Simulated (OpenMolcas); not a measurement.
# BHF2 (SMILES FBF) at RGE2/ANO-L-VTZP

Aim: the vertical ionisation energy of BHF2 at RGE2/ANO-L-VTZP, from 2 runs. 

Program for the calculation: OpenMolcas 26.06.

### 1 The system as given

The species is BHF2 (4 atoms), meant as a singlet with charge 0. SMILES: `FBF`. The shape is that of a PBE0-D4/def2-TZVP optimisation.

Bond lengths: F1–B2 1.313 Å, B2–F3 1.313 Å, B2–H4 1.191 Å. Angles: F1–B2–F3 118.1°, F1–B2–H4 121.0°, F3–B2–H4 121.0°.

### 2 The energy at RGE2/ANO-L-VTZP

Input file mol.xyz:

```xyz
4

F      1.154300     0.456900    -0.361900
B     -0.001900    -0.031000     0.025200
F     -1.095400     0.528700    -0.438900
H     -0.057000    -0.954600     0.775600
```

Input file job.input:

```
&GATEWAY
COORD
mol.xyz
BASIS
ANO-L-VTZP
GROUP
NoSym
&SEWARD
&SCF
KSDFT
RGE2
PRORBITALS
0
```

The run is started by

```
$ export MOLCAS_MEM=1860
$ pymolcas job.input > job.log
```

Standard output:

```text
--- Start Module: gateway ---
[...]
--- Stop Module: gateway /rc=_RC_ALL_IS_WELL_ ---
--- Start Module: seward ---
[...]
      Basis functions          104
--- Stop Module: seward /rc=_RC_ALL_IS_WELL_ ---
[...]
--- Start Module: scf ---
[...]
       Convergence after  13 Iterations
[...]
::    Total KS-DFT energy                            -224.5525418989
[...]
      Total spin, S                                     0.0000000000
[...]
      Total electronic charge=   24.000000
      Total            charge=   -0.000000
[...]
      Dipole Moment (debye):
      Origin of the operator (angstrom)=    0.0208    0.3483   -0.2830
                   X= -3.6210E-02               Y= -5.9692E-01               Z=  4.8504E-01           Total=  7.6999E-01
      Quadrupole Moment (debye*angstrom):
[...]
--- Stop Module: scf /rc=_RC_ALL_IS_WELL_ ---
[...]
```

Wall time 20 s (1 thread of Arm Neoverse V1, shared host); peak memory 0.59 GiB.

### 3 The doublet cation

mol.xyz is that of step 2.

Input file job.input:

```
* BF2H Kohn-Sham DFT
&GATEWAY
COORD=mol.xyz
BASIS=ANO-L-VTZP
GROUP=NoSym
&SEWARD
&SCF
UHF
CHARGE=1
SPIN=2
KSDFT=RGE2
PRORBITALS=0
```

The run is started by

```
$ export MOLCAS_MEM=1860
$ pymolcas job.input > job.log
```

Standard output:

```text
--- Start Module: gateway ---
[...]
--- Stop Module: gateway /rc=_RC_ALL_IS_WELL_ ---
--- Start Module: seward ---
[...]
      Basis functions          104
--- Stop Module: seward /rc=_RC_ALL_IS_WELL_ ---
[...]
--- Start Module: scf ---
[...]
       Convergence after  21 Iterations
[...]
::    Total KS-DFT energy                            -224.0584532578
[...]
      Total spin, S                                     0.5010658434
[...]
      Total electronic charge=   23.000000
      Total            charge=    1.000000
[...]
      Dipole Moment (debye):
      Origin of the operator (angstrom)=    0.0208    0.3483   -0.2830
                   X= -1.5804E-01               Y= -2.6442E+00               Z=  2.1484E+00           Total=  3.4106E+00
      Center of Charge (angstrom)
[...]
--- Stop Module: scf /rc=_RC_ALL_IS_WELL_ ---
[...]
```

Wall time 30 s (1 thread of Arm Neoverse V1, shared host); peak memory 0.59 GiB.

### 4 Outcome

Level: RGE2/ANO-L-VTZP.

| quantity | value |
| --- | --- |
| singlet BHF2: total energy | -224.55254 Eh |
| singlet BHF2: dipole moment | 0.77 D |
| singlet BHF2: HOMO energy | -9.07 eV |
| singlet BHF2: LUMO energy | -1.43 eV |
| singlet BHF2: HOMO–LUMO gap | 7.64 eV |
| doublet cation: total energy | -224.05845 Eh |
| doublet cation: HOMO energy (highest over α and β) | -18.68 eV |
| doublet cation: LUMO energy (lowest over α and β) | -17.83 eV |
| doublet cation: ⟨S²⟩ | 0.752 |
| vertical ionisation energy (to the doublet cation) | 13.445 eV |

In words: Removing an electron at fixed nuclei costs 13.44 eV (1297 kJ/mol). −ε(HOMO) before ionisation, 9.07 eV, is 4.38 eV below this ionisation energy. Mulliken charges (doublet cation) run from -0.34 on B2 to +0.55 on H4; they depend strongly on the basis.
